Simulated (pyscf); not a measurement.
7 gas-phase steps of one pattern: four-centre exchange on the singlet surface, Al–H + H–S or B–H + H–O or Ga–H + H–O or Ga–H + H–Se or H–In + H–O broken and Al–S + H–H or B–O + H–H or Ga–O + H–H or Ga–Se + H–H or H–H + In–O formed. Single points on ωB97X-D3(BJ)/def2-SVP structures (PySCF, gas phase). Electronic energies in kJ/mol, between the relaxed ends of the descent from the saddle (adducts or complexes of the species named), with the reactant end as zero; ΔE‡ and ΔE at ωB97X-D3(BJ)/def2-TZVP. Rows were drawn at random from the steps of this pattern with a verified saddle, stable references and a bound adduct at one end at least.

| row | step | ΔE | ΔE‡ |
|---|---|---|---|
| 1 | H₂B–F + H₂O → HO–BH–F + H₂ | -95.3 | 105.8 |
| 2 | H₃C–AlH–CH₃ + H₂S -> H₃C–Al(CH₃)–SH + H₂ | -63.3 | 51.7 |
| 3 | H₂Se + GaH₃ -> H₂Ga–SeH + H₂ | -57.2 | 71.9 |
| 4 | HO–AsH–OH + GaH₃ → HO–AsH–O–GaH₂ + H₂ | -35.8 | 93.8 |
| 5 | GaH₃ + HO–SiH₃ → H₃Si–O–GaH₂ + H₂ | -17.1 | 90.0 |
| 6 | InH₃ + HO–SiH₃ → H₃Si–O–InH₂ + H₂ | -1.8 | ? |
| 7 | H₂N–InH₂ + H₂O -> H₂N–InH–OH + H₂ | +25.6 | 110.0 |

Q: From a straight line through the complete rows, estimate the missing barrier and say how far the line can be trusted.

A: Over the 6 complete rows the means are -40.5 (ΔE) and 87.2 (ΔE‡); least squares gives b = 0.19 and a = 94.9 kJ/mol, with residuals of 18.7 kJ/mol (root mean square; largest 31.2, row 2). For row 6: 94.9 + 0.19 × (-1.8) = 94.6 kJ/mol. The computed barrier is 88.3 kJ/mol, 6.3 under the line. The scatter is large against the spread of the barriers, so the line says little here. Each barrier is that of the saddle found. Elements up to Kr have no core potential and no relativistic terms here. Elements past Kr carry the def2 core potentials, without spin-orbit coupling.
